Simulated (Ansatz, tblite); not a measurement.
Removing and adding an electron: the cluster AlO₂H (the lowest singlet isomer of a short search). The state is a singlet with charge 0. Geometry: PBE-D4/def2-TZVP. Ansatz, gas phase; energy differences of separate SCF runs; the oxidised species was run as a doublet alone; the reduced species was run as a doublet alone.

```xyz
4

Al    0.4172    0.2061    0.3953
O     1.2419    0.8643    1.6192
O    -0.3537   -0.5109   -0.9280
H    -1.3055   -0.5595   -1.0865
```

The xTB rows come from tblite. Correlated methods freeze 7 core orbitals. The structure comes from a short search, and lower isomers may exist.

```csv
level,−HOMO (eV),vertical IE (eV),−LUMO (eV),vertical EA (eV),HOMO–LUMO gap (eV),IE − EA (eV),remarks
GFN1-xTB,13.42,18.02,8.89,4.99,4.53,13.04,–
GFN2-xTB,11.65,16.39,8.37,4.14,3.28,12.25,–
HF/def2-TZVPD,–,–,–,0.27,–,–,–
HF/def2-TZVPP,–,7.72,–,–,–,–,–
PBE-D4/def2-TZVP,6.14,10.09,3.25,–,2.89,–,–
PBE-D4/def2-TZVPD,6.22,–,3.37,0.97,2.86,–,HOMO above zero (-1 doublet)
r2SCAN-D4/def2-TZVP,6.36,9.85,2.90,–,3.46,–,–
r2SCAN-D4/def2-TZVPD,6.42,–,2.99,0.92,3.43,–,HOMO above zero (-1 doublet)
PBE0-D4/def2-TZVP,7.50,9.76,2.40,–,5.10,–,–
PBE0-D4/def2-TZVPD,7.57,–,2.53,0.91,5.04,–,HOMO above zero (-1 doublet)
MP2/def2-TZVPD,–,–,–,0.66,–,–,–
MP2/def2-TZVPP,–,10.23,–,–,–,–,–
CCSD/def2-TZVPD,–,–,–,0.69,–,–,large T1 (0.024) (singlet)
CCSD/def2-TZVPP,–,9.64,–,–,–,–,large T1 (0.024) (singlet)
CCSD(T)/def2-TZVPD,–,–,–,0.75,–,–,large T1 (0.024) (singlet)
CCSD(T)/def2-TZVPP,–,9.87,–,–,–,–,large T1 (0.024) (singlet)
```

   A HOMO above zero means that the electron is unbound at that level or that self-interaction error raises the level; the energy of removing that electron tells which. Raw xTB energy differences between charge states are shifted by several eV; the methods need an empirical correction for them.
